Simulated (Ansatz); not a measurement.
Working through a rigid scan of one bond angle of C2H5O, SMILES C[CH]O

With Ansatz's Python interface.

Notebook, run cell by cell (the value of a cell's last expression is shown):

```python
import ansatz as az
from ase import Atoms
```

```python
atoms = Atoms(["C", "C", "O", "H", "H", "H", "H", "H"], positions=[
    (-0.4372, 0.7417, -0.2952),
    (0.1874, -0.5134, -0.0901),
    (0.7298, -0.7546, 1.1117),
    (-1.4634, 0.6344, -0.562),
    (-0.0104, 1.3157, -1.152),
    (-0.4386, 1.434, 0.5837),
    (0.3045, -1.298, -0.8148),
    (1.2201, -1.617, 1.1627),
])

# start the scan from a relaxed geometry
first = (
    az.Crystal.molecule_from_ase(atoms).calculation()
    .basis(gaussian="def2-SVP")  # the orbital basis, by name
    .functional("r2scan")
    .spin("collinear", total=1)  # spin-polarised run
    .relax(force_tolerance=0.02, max_steps=80)  # relax until the tolerances are met
)
atoms.positions = first.run(threads=1).report["positions_ang"]
```

```python
rows = []
for angle in [90, 100, 110, 120, 135, 150, 165, 179]:
    bent = atoms.copy()
    bent.set_angle(1, 2, 7, angle, indices=[7])
    calculation = (
        az.Crystal.molecule_from_ase(bent).calculation()
        .basis(gaussian="def2-SVP")  # atom-centred Gaussian functions
        .functional("r2scan")
        .spin("collinear", total=1)  # spin-polarised run
    )
    rows.append((angle, calculation.run(threads=1).report["free_energy_ev"]))
floor = min(e for _, e in rows)
for angle, e in rows:
    print(f"angle C1-O2-H7 = {angle:3d} deg   {1000 * (e - floor):9.1f} meV")
```

    angle C1-O2-H7 =  90 deg       277.3 meV
    angle C1-O2-H7 = 100 deg        54.9 meV
    angle C1-O2-H7 = 110 deg         0.0 meV
    angle C1-O2-H7 = 120 deg        83.8 meV
    angle C1-O2-H7 = 135 deg       393.1 meV
    angle C1-O2-H7 = 150 deg       798.0 meV
    angle C1-O2-H7 = 165 deg      1142.9 meV
    angle C1-O2-H7 = 179 deg      1290.8 meV

Reading the output:
- The scan is rigid, and the energies are electronic, in a modest basis. The zero is the lowest point of the grid, which needn't be the minimum.
- The species is open-shell (spin multiplicity 2).
- Timing: 83 s on 1 thread of Arm Neoverse V1, with other jobs on the host, peak memory 0.23 GiB.

(A comment or docstring line of the script was reworded after the run, the code is as it ran.)
